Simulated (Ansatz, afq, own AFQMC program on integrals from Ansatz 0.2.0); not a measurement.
# BH4⁺, triplet: AFQMC among the cluster methods

| atom | x (Å) | y (Å) | z (Å) |
| --- | --- | --- | --- |
| B | -0.0028 | 0.0028 | 0.0061 |
| H | 0.4697 | 0.4891 | 1.0634 |
| H | -0.4886 | -0.4681 | 1.0643 |
| H | -0.4747 | 0.4742 | -1.0582 |
| H | 0.5237 | -0.5255 | -1.1347 |

Basis 6-31G. Only valence electrons are correlated. Ansatz 0.2.0 and our own AFQMC program on the same integrals; the CISD trial comes from CCSD amplitudes, and released means the phaseless constraint is let go. ± is one standard error of the sampling.

Determinant: UHF, the one that the program's search chose, which needn't be the lowest solution. The geometry is a point of a scan.

Full CI on the same integrals is exact in this basis and with this determinant's frozen core.

Cautions: lower spins were not checked.

The T1 diagnostic is 0.0091 and the weight of the determinant in the CISD state is 0.952. The ⟨S²⟩ of the determinant is 2.004. The size of the correlated space is 6 electrons in 16 orbitals.

```json
{"level": "MP2", "correlation energy (eV)": "-1.4751"}
{"level": "CCSD", "correlation energy (eV)": "-2.0129"}
{"level": "CCSD(T)", "correlation energy (eV)": "-2.0413"}
```

(1) Estimate where phaseless AFQMC with a CISD trial lies against CCSD(T) on the same integrals.

(1) 0.8 ± 0.06 kJ/mol below CCSD(T).

Reference: full CI, correlation energy -2.053 eV. The released energy is read at 2.40 1/Eh (meV from the phaseless value at times in 1/Eh: -0.9 ± 0.5 at 0.24, -4 ± 3 at 0.51, -2.1 ± 0.8 at 0.99, -1.3 ± 1.4 at 1.62, -2.7 ± 0.4 at 2.40).

| level | E − E(reference) (kJ/mol) | share of correlation (%) |
| --- | --- | --- |
| CCSD(T) | 1.1 | 99.45 |
| CCSDT | 0.1 | 99.97 |
| CCSDT(Q) | 0.0 | 100.00 |
| CCSDTQ | 0.0 | 100.00 |
| ph-AFQMC/CISD | 0.3 ± 0.06 | 99.84 |
| released AFQMC | 0.0 ± 0.03 | 99.98 |

CCSDT and higher add their correlation energy to the determinant of the CCSD(T) run, since their own runs factorise the integrals more tightly (a shift of under 2 meV). A walk keeps the symmetry of its determinant, which the program's search chose and which needn't be the lowest solution, so a lower state of the same spin and another symmetry isn't excluded. Released energies are given only where the last usable release times agree within the noise; a slower fall can still hide under it.
